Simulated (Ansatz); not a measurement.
**Energy profile**

The step: SiH₄S ([SiH3][SH]) → SiH₂ + H₂S (still joined by a long Si–S bond); bonds formed: S2–H3; bonds broken: Si1–H3; bonds weakened to dative contacts: Si1–S2 (atoms numbered as in the saddle structure below).

```
6
angstrom
Si -0.9589 -0.2832 0.4092
S 1.2661 0.6738 -0.1931
H 0.6291 -0.0713 1.0043
H -1.1928 -0.9008 -0.9402
H -1.5447 1.0908 0.2572
H 1.8012 -0.5093 -0.5373
```

Electronic energies by CCSD(T) at an estimated basis limit (MP2 extrapolated from triple and quadruple zeta, plus CCSD(T) − MP2 in triple zeta), on PBE0-D4/def2-TZVP structures; SiH4S, singlet; no counterpoise correction. Program: Ansatz 0.2.0. Basis: def2-TZVPP and def2-QZVPP. Cores are frozen in the correlated methods. Extrapolation: Hartree–Fock as exp(−7.88 √X), correlation as X^−2.97.

(1) Give the profile in eV, counted from the start structure. (To be estimated.)

No T1 diagnostic of these runs exceeds 0.017. The restricted Hartree–Fock reference is unstable towards an unrestricted one at one or more of these structures.

Answers

(1) Computed:
```csv
point,eV
start structure,0.000
saddle,2.876
end structure,2.297
"separated: SiH2 (Si1, H4, H5; singlet) + H2S (S2, H3, H6; singlet)",3.006
```

Losses and insertions of silylenes and their heavier kin drive the gas-phase chemistry of silicon and germanium vapour deposition.

Labels in which every atom is bracketed show which atoms are joined, not bond orders.

For scale, one of the runs: CCSD(T)/def2-TZVPP, 140 basis functions, launched by `ansatz run in.yaml --threads 2 --pin off --events-out ev --progress --plain --max-ram 4352MiB`. The run took 6.5 s on 2 CPU threads of an Arm Neoverse V2 (shared host), with 0.69 GiB of host memory at its peak.
